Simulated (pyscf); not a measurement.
Single points on ωB97X-D3(BJ)/def2-SVP structures (PySCF, gas phase).

Task: For the elementary gas-phase step HN=SiH–Cl (SMILES N=[SiH]Cl) + SiH₄ (SMILES [SiH4]) → H₃Si–N=SiH–Cl (SMILES [SiH3]N=[SiH]Cl) + H₂ (SMILES [H][H]) (singlet surface; H–N, H–Si broken, N–Si, H–H formed), what barrier and reaction energy does ωB97M-D3(BJ)/def2-TZVP give, measured from the separated reactants?

Result: ΔE‡ = 38.5 kcal/mol, ΔE = -13.5 kcal/mol. Zero-point energy shifts the barrier by -1.0 kcal/mol. It is a four-centre exchange, with an imaginary mode of 1297i cm⁻¹. The same reactants have a lower exit, to H₃Si–NH–SiH₂–Cl (barrier +3.0 kcal/mol at ωB97M-D3(BJ)/def2-TZVP, against +38.5 kcal/mol here). HN=SiH–Cl lies 26.4 kcal/mol over its isomer H₂N–Si:–Cl [singlet] (electronic energy, ωB97M-D3(BJ)/def2-TZVP). One saddle was located; it need not be the lowest between these sides.
